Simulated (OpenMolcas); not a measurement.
# HF/ANO-R2 (sfX2C, RICD fitting, fitting threshold 1e-05) run of C2H4F2 (1,1-difluoroethane)

Aim: the energy change on altering one bond length of C2H4F2 (1,1-difluoroethane) at HF/ANO-R2 (sfX2C, RICD fitting, fitting threshold 1e-05), from 2 runs. 

The calculation is run with OpenMolcas 26.06.

## 1. The system as given

C2H4F2: 8 atoms, total charge 0, spin state singlet. As SMILES, `CC(F)F`. The coordinates come from a PBE0-D4/def2-TZVP relaxation.

Bond lengths: C1–C2 1.497 Å, C2–F3 1.361 Å, C2–F4 1.361 Å, C1–H5 1.091 Å, C1–H6 1.091 Å, C1–H7 1.090 Å, C2–H8 1.095 Å. Some angles: C1–C2–F3 110.3°, C1–C2–F4 110.3°, F3–C2–F4 107.0°, C1–C2–H8 114.0°, F3–C2–H8 107.5°, F4–C2–H8 107.5°, C2–C1–H5 109.4°, C2–C1–H6 109.9°, C2–C1–H7 109.9°, H5–C1–H6 109.3°.

## 2. A single-point energy at HF/ANO-R2 (sfX2C, RICD fitting, fitting threshold 1e-05)

The input, job.input:

```
* C2H4F2 Hartree-Fock

&GATEWAY
  Coord
  8
  bohr
  C      0.00623610     1.46945103     0.04403062
  C     -0.09826576    -1.35720130    -0.01549575
  F      1.74894153    -2.34968546     1.47228562
  F      0.31785193    -2.21494799    -2.40354266
  H      1.85457722     2.10118648    -0.61491688
  H     -0.29706495     2.14068175     1.96871668
  H     -1.45697884     2.24990792    -1.17918910
  H     -1.90125345    -2.14748477     0.62266476
  Basis=ANO-R2
  Group=NoSym
  RICD
  aCD
  CDThreshold=1e-05

&SEWARD

&SCF
  PrOrbitals=1 1
```

Run with:

```sh
$ export MOLCAS_MEM=1860
$ pymolcas job.input > job.log
```

Standard output, shortened:

```text
--- Start Module: gateway ---
[...]
--- Stop Module: gateway /rc=_RC_ALL_IS_WELL_ ---
--- Start Module: seward ---
[...]
      Basis functions          188
--- Stop Module: seward /rc=_RC_ALL_IS_WELL_ ---
[...]
--- Start Module: scf ---
[...]
       Convergence after  10 Iterations
[...]
::    Total SCF energy                               -277.2780610350
[...]
      Total spin, S                                     0.0000000000
[...]
      Total electronic charge=   34.000000
      Total            charge=   -0.000000
[...]
      Dipole Moment (debye):
      Origin of the operator (angstrom)=    0.2913   -0.6491   -0.1326
                   X= -1.6125E+00               Y=  1.7589E+00               Z=  6.5699E-01           Total=  2.4750E+00
      Quadrupole Moment (debye*angstrom):
[...]
--- Stop Module: scf /rc=_RC_ALL_IS_WELL_ ---
[...]
```

Run time: 55 s. Hardware: 1 thread of Intel Xeon Platinum 8259CL at 2.50GHz (Skylake/Cascade Lake), shared host; peak memory 0.27 GiB.

## 3. The distorted shape, same level

The input, job.inp:

```
>>> EXPORT MOLCAS_PRINT=2

&gateway
 coord
 8
 bohr
 C     -0.91740534     1.96571390    -0.69989031
 C     -1.02190720    -0.86093844    -0.75941668
 F      1.74894153    -2.34968546     1.47228562
 F     -0.60578950    -1.71868512    -3.14746358
 H      0.93093578     2.59744935    -1.35883781
 H     -1.22070638     2.63694462     1.22479575
 H     -2.38062028     2.74617079    -1.92311003
 H     -2.82489489    -1.65122190    -0.12125617
 basis=ANO-R2
 group=NoSym
 ricd
 acd
 cdthreshold=1e-05

&seward

&scf
 prorbitals=1 1
```

Run with:

```sh
$ export MOLCAS_MEM=1860
$ pymolcas job.inp > job.log
```

Standard output, shortened:

```text
--- Start Module: gateway ---
[...]
--- Stop Module: gateway /rc=_RC_ALL_IS_WELL_ ---
--- Start Module: seward ---
[...]
      Basis functions          188
--- Stop Module: seward /rc=_RC_ALL_IS_WELL_ ---
[...]
--- Start Module: scf ---
[...]
       Convergence after  13 Iterations
[...]
::    Total SCF energy                               -277.1520846758
[...]
      Total spin, S                                     0.0000000000
[...]
      Total electronic charge=   34.000000
      Total            charge=   -0.000000
[...]
      Dipole Moment (debye):
      Origin of the operator (angstrom)=   -0.0568   -0.4621   -0.4130
                   X= -4.2531E+00               Y=  3.5944E+00               Z= -1.7136E+00           Total=  5.8262E+00
      Quadrupole Moment (debye*angstrom):
[...]
--- Stop Module: scf /rc=_RC_ALL_IS_WELL_ ---
[...]
```

Wall time 65 s (1 thread of Intel Xeon Platinum 8259CL at 2.50GHz (Skylake/Cascade Lake), shared host); peak memory 0.27 GiB.

## 4. What came out

At HF/ANO-R2 (sfX2C, RICD fitting, fitting threshold 1e-05):

```
                                                         quantity          value
                                        first shape: total energy  -277.27806 Eh
                                       first shape: dipole moment         2.47 D
                                         first shape: HOMO energy      -14.02 eV
                                         first shape: LUMO energy        2.05 eV
                                       first shape: HOMO–LUMO gap       16.07 eV
                                    distorted shape: total energy  -277.15208 Eh
                                   distorted shape: dipole moment         5.83 D
                                     distorted shape: HOMO energy      -13.35 eV
                                     distorted shape: LUMO energy        1.45 eV
                                   distorted shape: HOMO–LUMO gap       14.81 eV
energy change with the C2–F3 bond stretched from 1.361 to 2.041 Å       3.428 eV
```

**Reading.** With the C2–F3 bond stretched from 1.361 to 2.041 Å the energy rises by 3.43 eV (331 kJ/mol). The first shape isn't relaxed at this level, so the change isn't measured from a minimum.
